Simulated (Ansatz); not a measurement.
**C5H8: one species, many methods**

One table from this session's results is given with a row withheld; the runs are named, their logs left out.

The runs use Ansatz 0.2.0, Gaussian basis; functionals in def2-TZVPP, the program's frozen cores in correlated methods.

The runs, in order: PBE-D4, r2SCAN-D4, PBE0-D4, B3LYP-D4, ωB97X-V, ωB97M-V, B2PLYP; CCSD(T)/def2-TZVPP; MP2/def2-QZVPP; extrapolation to the limit.

**The relaxed structure**

An earlier PBE0-D4 in a triple-zeta def2 set relaxation fixed the geometry.

SMILES `CC=C1CC1`, 13 atoms, charge 0, spin multiplicity 1.

Atoms are counted from 1 here; the program's logs count them from 0.

Bond lengths: C1–C2 1.492 Å, C1–H6 1.095 Å, C1–H7 1.091 Å, C1–H8 1.095 Å, C2–C3 1.316 Å, C2–H9 1.088 Å, C3–C4 1.459 Å, C3–C5 1.456 Å, C4–C5 1.529 Å, C4–H10 1.086 Å, C4–H11 1.086 Å, C5–H12 1.086 Å, C5–H13 1.086 Å. Angles: C2–C1–H6 111.1°, C2–C1–H7 111.1°, C2–C1–H8 111.1°, H6–C1–H7 108.3°, H6–C1–H8 106.6°, H7–C1–H8 108.3°, C1–C2–C3 124.4°, C1–C2–H9 117.2°, C3–C2–H9 118.4°, C2–C3–C4 147.8°, C2–C3–C5 148.9°, C4–C3–C5 63.3°, C3–C4–C5 58.3°, C3–C4–H10 118.9°, C3–C4–H11 118.9°, C5–C4–H10 117.6°, C5–C4–H11 117.6°, H10–C4–H11 114.3° and more.

Geometry (Å):

```xyz
13
charge 0, multiplicity 1
C    -1.98124    0.47071    0.21067
C    -0.65379    0.22803    0.84620
C     0.44116   -0.08520    0.18579
C     1.07318   -0.35282   -1.10183
C     1.86116   -0.40824    0.20733
H    -2.34722    1.47820    0.43357
H    -1.92525    0.35811   -0.87313
H    -2.73409   -0.22758    0.59061
H    -0.59767    0.31833    1.92939
H     1.27045    0.47757   -1.77286
H     0.86496   -1.29269   -1.60385
H     2.17175   -1.38467    0.56607
H     2.57700    0.38565    0.39684
```

Set-up of the first run:

Input file in.yaml:

```yaml
crystal:
  periodic: [false, false, false]
  atoms:
    - {symbol: C, position_ang: [-1.981240, 0.470709, 0.210671]}
    - {symbol: C, position_ang: [-0.653786, 0.228034, 0.846196]}
    - {symbol: C, position_ang: [0.441159, -0.085201, 0.185789]}
    - {symbol: C, position_ang: [1.073176, -0.352817, -1.101828]}
    - {symbol: C, position_ang: [1.861163, -0.408237, 0.207335]}
    - {symbol: H, position_ang: [-2.347220, 1.478201, 0.433566]}
    - {symbol: H, position_ang: [-1.925249, 0.358105, -0.873129]}
    - {symbol: H, position_ang: [-2.734091, -0.227580, 0.590613]}
    - {symbol: H, position_ang: [-0.597675, 0.318329, 1.929387]}
    - {symbol: H, position_ang: [1.270449, 0.477571, -1.772858]}
    - {symbol: H, position_ang: [0.864961, -1.292691, -1.603850]}
    - {symbol: H, position_ang: [2.171753, -1.384671, 0.566066]}
    - {symbol: H, position_ang: [2.577000, 0.385646, 0.396842]}
basis:
  gaussian: {orbitals: def2-TZVPP}
hamiltonian: {xc: pbe, dispersion: d4}
output: {forces: true, orbitals: {seedname: orbitals}}
```

Launch:

```bash
$ ansatz run in.yaml --threads 4 --pin off --events-out ev --progress --plain --max-ram 10444MiB
```

Among the steps run: PBE-D4 (GGA); r2SCAN-D4 (meta-GGA); PBE0-D4 (hybrid); B3LYP-D4 (hybrid); ωB97X-V (range-separated); ωB97M-V (range-separated); B2PLYP (double hybrid); CCSD(T) in def2-TZVPP; MP2 in def2-QZVPP.

One of the session's tables, all rows but one given; the rest of the session is left out.

It belongs to the step «Atomisation energies». 

```
            method  atoms, summed (eV)  atomisation energy (kJ/mol)
            PBE-D4           -5251.166                       5547.6
         r2SCAN-D4           -5256.261                       5425.3
           PBE0-D4                   ?                            ?
          B3LYP-D4           -5260.359                       5408.6
           ωB97X-V           -5258.244                       5405.4
           ωB97M-V           -5256.827                       5414.9
            B2PLYP           -5255.174                       5355.6
     HF/def2-TZVPP           -5237.127                       4039.5
    MP2/def2-TZVPP           -5246.122                       5351.2
   CCSD/def2-TZVPP           -5248.899                       5195.4
CCSD(T)/def2-TZVPP           -5249.175                       5270.3
           MP2/CBS           -5247.648                       5466.4
       CCSD(T)/CBS           -5250.701                       5385.6
```

**Question.** Estimate the row for PBE0-D4.

**Answer.** atoms, summed (eV): -5252.754; atomisation energy (kJ/mol): 5467.4. In the column «atoms, summed (eV)» it lies between B2PLYP (-5255.174) and PBE-D4 (-5251.166).
